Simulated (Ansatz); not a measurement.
One structure, 3 elements: MgBr3, SrBr3, BaBr3

Plane-wave DFT in Ansatz with scalar-relativistic PAW potentials, cutoff 420 eV, Γ-centred meshes chosen by cell and gap, Gaussian smearing with energies taken to zero width. Every cell was relaxed (cell and atoms) in a run of its own, within the symmetry of its start. Functional: PBE.

All members share space group P4/mmm and the same sites; only the element on one set of sites changes (Mg, Sr, Ba). Members needn't be the stable form of their composition. Energies over the elements, where given, are against the elements' standard states in the same functional (H₂, N₂, O₂ and halogens uncorrected, Hg as a solid). The first member:

Space group P4/mmm (No. 123). a = 5.036 Å, b = 5.036 Å, c = 4.115 Å, α = 90.00°, β = 90.00°, γ = 90.00°
```json
{"atom": "Mg", "site": "1a", "symmetry": "4/mmm", "x": "0.0000", "y": "0.0000", "z": "0.0000"}
{"atom": "Br", "site": "2e", "symmetry": "mmm.", "x": "0.0000", "y": "0.5000", "z": "0.5000"}
{"atom": "Br", "site": "1c", "symmetry": "4/mmm", "x": "0.5000", "y": "0.5000", "z": "0.0000"}
```

Problem. How do size, gap and binding change down the group?

Solution.
| compound | V (Å³/atom) | a (Å) | c (Å) | energy over elements (eV/atom) |
| --- | --- | --- | --- | --- |
| MgBr3 | 26.09 | 5.036 | 4.115 | -0.239 |
| SrBr3 | 29.55 | 5.092 | 4.558 | -1.241 |
| BaBr3 | 31.66 | 5.130 | 4.813 | -1.408 |

Over the series the volume grows at each step down the group; all are metallic on the mesh; binding against the elements strengthens.

Spin-orbit coupling is left out, which matters for the bands of heavy elements. Spin polarisation was left out, and a magnetic state may lie lower.